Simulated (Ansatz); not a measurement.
# Litharge PbO

Level of theory: G0W0@PBEsol+SOC (plane waves, hard PAW, contour deformation, complete-basis limit, spin–orbit shift from PBEsol; Ansatz, a first-principles code).

Settings: largest k mesh 6×6×6 (not extrapolated in the mesh).

Cell: measured lattice: a = 3.975 Å, b = 3.975 Å, c = 5.023 Å, α = 90.00°, β = 90.00°, γ = 90.00°.

band gap: 2.01 eV

Note: filled d or f shells below the valence bands can shift G0W0 gaps through exchange with them, which wasn't tested here; spin–orbit coupling enters as the shift of the gap found with a semilocal functional; cell and atoms aren't relaxed at this level.

Computed values are for the static lattice.

Computing time: about 7 core-hours (a rough figure).
